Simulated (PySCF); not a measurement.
# Working with the constants of B₂

ROHF-SCS-MP2 constants of B₂, triplet, unpaired electrons π ↑↑ (PySCF, spin-free X2C with a Gaussian nucleus, basis sets B jorge-DZP-DKH; masses 11.0093 and 11.0093 u):

- ωe: 663.9 cm⁻¹
- ωexe: 56.6 cm⁻¹
- Be: 1.071 cm⁻¹
- αe: 0.0491 cm⁻¹
- De to B + B: -0.017 eV

(1) What force constant and bond length do these constants imply?

(2) Estimate the centrifugal constant D from the Kratzer relation and find the Dunham coefficient a1.

Correlated steps freeze 2 core orbitals. The bond is weak. Basis-set superposition, not corrected here, can be much of De in a small basis, most of all at correlated wavefunction levels. A negative De means that the minimum lies above the separated atoms at that level. The state was picked by a PBE0 search and need not be the measured ground state.

Answers

(1) Reduced mass μred = 5.5047 u; k = 5.8918×10⁻⁷·μred·ωe² (u, cm⁻¹, mdyn/Å) = 1.43 mdyn/Å; Re = √(16.8576/(μred·Be)) (u, cm⁻¹, Å) = 1.691 Å.

(2) D = 4Be³/ωe² = 1.11e-05 cm⁻¹; a1 = −1 − αeωe/(6Be²) = -5.74.
